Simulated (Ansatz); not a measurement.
A run of Ansatz (development build ahead of 0.2.0) on doublet CH3BO(+) at this shape:

```json
{"atom": "B", "x (Å)": "-0.1431", "y (Å)": "0.5325", "z (Å)": "1.2725"}
{"atom": "C", "x (Å)": "0.0239", "y (Å)": "-0.0879", "z (Å)": "-0.2128"}
{"atom": "O", "x (Å)": "0.1448", "y (Å)": "-0.5001", "z (Å)": "-1.2280"}
{"atom": "H", "x (Å)": "0.4293", "y (Å)": "1.5975", "z (Å)": "1.1788"}
{"atom": "H", "x (Å)": "-1.3446", "y (Å)": "0.6092", "z (Å)": "1.4128"}
{"atom": "H", "x (Å)": "0.4060", "y (Å)": "-0.2824", "z (Å)": "1.9821"}
```

Its results:

* Converged: yes
* Total energy: -139.24565 hartree
* Spin squared of the determinant: 0.758
* Stability test: minimum

Forces (eV/Å):
| atom | Fx | Fy | Fz |
| --- | --- | --- | --- |
| B1 | 4.014 | -1.088 | -2.372 |
| C2 | 0.061 | 0.810 | 2.006 |
| O3 | 0.211 | -0.763 | -1.851 |
| H4 | -1.090 | 1.330 | -0.108 |
| H5 | -2.089 | 0.681 | 1.493 |
| H6 | -1.108 | -0.970 | 0.832 |

Task: Which input gives this output? Name the method, the orbitals and the basis set, and write the input.

Result: PBE0 (unrestricted) in def2-SVP.

```yaml
crystal:
  periodic: [false, false, false]
  atoms:
    - { symbol: B, position_ang: [-0.14308, 0.53251, 1.27245] }
    - { symbol: C, position_ang: [0.02386, -0.08786, -0.2128] }
    - { symbol: O, position_ang: [0.14476, -0.50013, -1.22799] }
    - { symbol: H, position_ang: [0.42934, 1.59749, 1.17885] }
    - { symbol: H, position_ang: [-1.34464, 0.60924, 1.41281] }
    - { symbol: H, position_ang: [0.40601, -0.28241, 1.98212] }
basis:
  gaussian: { orbitals: def2-SVP }
total_charge: 1
magnetization:
  spin_polarized: true
  initial_magnetization: 1
hamiltonian:
  xc: pbe0
output:
  forces: true
```

Caution: the determinant breaks the point group.
